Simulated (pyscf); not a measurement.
**Four-centre exchange: H₂P–GeH₃ (SMILES [PH2][GeH3]) + SiH₄ (SMILES [SiH4]) → H₃Si–PH–GeH₃ (SMILES [SiH3][PH][GeH3]) + H₂ (SMILES [H][H])**

Gas phase, singlet surface, charge 0. Bonds broken: P1–H3, Si8–H9. Bonds formed: P1–Si8, H3–H9. Single points on ωB97X-D3(BJ)/def2-SVP structures (PySCF, gas phase).

Transition state (Å):

```xyz
12

P     -0.3851     0.6183     0.1140
Ge     1.3022    -0.8746     0.7798
H     -0.7460     1.7531    -0.8748
H     -0.2487     1.5564     1.1674
H      1.0067    -1.3645     2.2038
H      2.6523    -0.1458     0.7388
H      1.3059    -2.0519    -0.2012
Si    -2.7535     0.6238     0.0704
H     -1.9214     2.0865    -0.6598
H     -2.9240    -0.6033     0.9410
H     -3.1171     0.1740    -1.3037
H     -3.7308     1.5585     0.7177
```

One imaginary mode, 1615i cm⁻¹; descent along it reached the two sides named.

```
bond    change  reactant side (Å)  saddle  product side
------  ------  -----------------  ------  ------------
P1–H3   breaks              1.424   1.548           3.0
Si8–H9  breaks              1.489   1.834           4.1
P1–Si8   forms                3.6   2.369         2.248
H3–H9    forms                4.2   1.241         0.761
```

Electronic energies relative to the separated reactants (kJ/mol):

```tsv
level	barrier	reaction energy	reverse barrier
ωB97X-D3(BJ)/def2-TZVP	249.2	-20.6	269.8
PBE/def2-TZVP	205.6	-7.5	213.1
r²SCAN/def2-TZVP	222.5	-9.7	232.2
B3LYP-D3(BJ)/def2-TZVP	241.4	-4.8	246.1
PBE0-D3(BJ)/def2-TZVP	221.9	-11.8	233.7
M06-2X/def2-TZVP	261.6	-8.2	269.9
ωB97M-D3(BJ)/def2-TZVP	260.2	-0.7	260.9
HF/def2-TZVP	360.7	+27.3	333.4
```

With ωB97M-D3(BJ)/def2-TZVP energies and thermal terms (ideal gas, 1 atm, RRHO with modes under 100 cm⁻¹ raised to 100, one conformer, R ln 2 for chiral ones without a mode under 150 cm⁻¹), in kJ/mol:

```tsv
T (K)	ΔH‡	ΔG‡	ΔH	ΔG
298	253.2	294.1	-6.0	-0.6
600	256.0	334.5	-0.1	+2.5
900	259.8	373.0	+3.9	+2.8
1200	263.5	410.1	+6.4	+2.1
```

One saddle was located; it need not be the lowest between these sides. Elements up to Kr have no core potential and no relativistic terms here.
